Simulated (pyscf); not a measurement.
Optimised with ωB97X-D3(BJ)/def2-SVP in PySCF.

### Question
What is the homolytic dissociation enthalpy (298 K, ωB97M-D3(BJ)/def2-TZVP) of the F–Si bond of `[F][SiH]([F])[O][SiH3]`, to F• + F–SiH•–O–SiH₃?

### Answer
F–Si to F• + F–SiH•–O–SiH₃: 7.04 eV. The 7 functionals that were run give +6.80 (PBE0-D3(BJ)) to +7.06 eV (M06-2X). Other isomers of F–SiH•–O–SiH₃ were not searched in full and may lie lower. Left out: the spin-orbit lowering of F.
